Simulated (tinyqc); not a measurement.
UHF in the sto-3g basis, for CH3+, spin multiplicity 1, step by step. One step of it, computed by the program tinyqc.

Question. Iteration 2: DIIS coefficients. Solve [B -1; -1 0][c; lambda] = [0; -1] for the coefficients, which sum to one.

B (overlaps of the stored error matrices):
```
                1               2
1   1.8165402e+00  -3.1365857e-01
2  -3.1365857e-01   7.4244061e-02
```

Give: DIIS coefficients.

Answer.

DIIS coefficients: 0.1540  0.8460
